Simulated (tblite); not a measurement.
# H6KN2: the cost of one run

Programs: tblite 0.8.0 and PySCF 2.14.0. All values are calculated, for the isolated system unless a continuum is named. Atoms count from 0, parts from 1.

## (1) Starting point

9 atoms, charge 1, multiplicity 1; geometry: rigid parts in contact. Parts: 1 = atom 0, `[K+]`, charge 1; 2 = atoms 1–4, `N`, charge 0; 3 = atoms 5–8, `N`, charge 0.

## (2) Docking the parts with GFN2-xTB

Job settings and geometry (Å):

```
{"job": {"kind": "dock", "xc": "GFN2-xTB", "basis": "xTB"}, "charge": 1, "multiplicity": 1, "parts": [{"atoms": "0-0", "charge": 1, "multiplicity": 1}, {"atoms": "1-4", "charge": 0, "multiplicity": 1}, {"atoms": "5-8", "charge": 0, "multiplicity": 1}]}
K     -0.052678    -0.564862    -0.455808
N     -0.293477    -2.637134     1.209816
H     -0.049528    -2.657744     2.197578
H     -1.249199    -2.976047     1.150333
H      0.292960    -3.314780     0.735697
N     -0.738095    -3.532279    -2.015668
H      0.193951    -3.914266    -2.166665
H     -1.288734    -4.326795    -1.703356
H     -1.104907    -3.276942    -2.930364
```

Level: GFN2-xTB search for minima from random contacts, gas phase.

Launch:

```console
OMP_NUM_THREADS=1 python cluster_run.py task.json out
```

One launch serves the whole session: the jobs run in the order shown.

**Question.** How long does this first job take on 1 thread of Intel Xeon 6975P-C, shared host?

About 6.2 s.
